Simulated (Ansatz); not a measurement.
Ansatz (an electronic-structure program) input:

Ansatz 0.2 input:
```yaml
crystal:
  periodic: [false, false, false]
  atoms:
    - {symbol: Li, position_ang: [-0.00000000, -0.00000000, -0.39768250]}
    - {symbol: H, position_ang: [0.00000000, 0.00000000, 1.19304749]}
basis:
  gaussian:
    orbitals: def2-TZVP
hamiltonian:
  xc: {name: wB97X-V}
relax: {f_tol: 0.003, max_steps: 100}
```

Predict the final energy.

-8.06946 Eh (wB97X-V/def2-TZVP). The basis has 20 functions.
